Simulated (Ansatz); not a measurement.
# A ladder of methods for BH2 (boron dihydride)

BH2 has 3 atoms, charge 0, and is taken as a doublet. SMILES: `[BH2]`. The shape was relaxed beforehand at PBE0/def2-SVP.

```jsonl
{"atom": "B", "x (Å)": "0.2695", "y (Å)": "-0.1705", "z (Å)": "0.1319"}
{"atom": "H", "x (Å)": "0.2942", "y (Å)": "1.0258", "z (Å)": "0.2732"}
{"atom": "H", "x (Å)": "-0.5637", "y (Å)": "-0.8553", "z (Å)": "-0.4051"}
```

Quantity: the adiabatic electron affinity (to the singlet anion, shapes relaxed at PBE0/def2-SVP, no zero-point term), in eV. The values are calculated.

The electron affinity is E(neutral) − E(anion): positive where the electron is bound.

```
                level                    kind  program  value (eV)
    USVWN5/def2-TZVPP                     LDA   Ansatz        0.21
      UPBE/def2-TZVPP                     GGA   Ansatz       -0.02
  U-r2SCAN/def2-TZVPP                meta-GGA   Ansatz       -0.19
  UPBE0-D4/def2-TZVPP           global hybrid   Ansatz       -0.11
 U-wB97M-V/def2-TZVPP  range-separated hybrid   Ansatz        0.05
UCAM-B3LYP/def2-TZVPP  range-separated hybrid   Ansatz       -0.03
   UB2PLYP/def2-TZVPP           double hybrid   Ansatz       -0.14
      UMP2/def2-TZVPP     perturbation theory   Ansatz       -0.27
```

The values span -0.27 to 0.21 eV. Negative values mean that the anion is unbound at that level; they are set by how diffuse the basis is and aren't properties of the molecule.
